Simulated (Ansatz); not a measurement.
System: C2H3O, charge 0, doublet. C2H3O (SMILES C[C]=O, doublet).
B3LYP-D3(BJ)/def2-TZVP minimum from Ansatz (a first-principles code):
```xyz
6

C     -0.9717    -0.6516    -0.0052
C      0.0062     0.4945     0.0051
H     -0.4534    -1.6140    -0.0159
H     -1.6108    -0.5706     0.8749
H     -1.6134    -0.5526    -0.8815
O      1.1838     0.4600     0.0029
```
Charge 0, spin multiplicity 2.

Quantity: atomisation energy (electronic, to ground-state atoms), in kJ/mol. Open shells are spin-unrestricted; no spin-orbit coupling. CBS(X,Y): correlation extrapolated as X^-3, Hartree-Fock from the larger set. A bracket is a step between two methods taken in the basis named. Functionals run without relativity, which enters their misses. Double hybrids freeze cores in their MP2 part. 'core' is core correlation in cc-pwCVTZ, 'X2C' scalar relativity in cc-pVTZ-DK, both at CCSD(T). For partners of very few electrons the exact lower level stands in for a higher one.

CCSD(T)/CBS(cc-pVTZ,cc-pVQZ) + [CCSDT(Q) - CCSD(T)]/cc-pVDZ + core + X2C (Ansatz) gives 2438.2 kJ/mol.

Q: What does PBE/def2-TZVPD (Ansatz) give here, and how do the other levels compare?

A: PBE gives 2523.5 kJ/mol, 85.3 kJ/mol above it. Differences of the others: r2SCAN/def2-TZVPD (Ansatz) 15.6; PBE0/def2-TZVPD (Ansatz) 12.2; B2PLYP/def2-TZVPD (Ansatz) -20.0; CCSD(T)/CBS(cc-pVTZ,cc-pVQZ) + core + X2C (Ansatz) -3.7 kJ/mol. Nearer than PBE: r2SCAN/def2-TZVPD, PBE0/def2-TZVPD, B2PLYP/def2-TZVPD, CCSD(T)/CBS(cc-pVTZ,cc-pVQZ) + core + X2C.
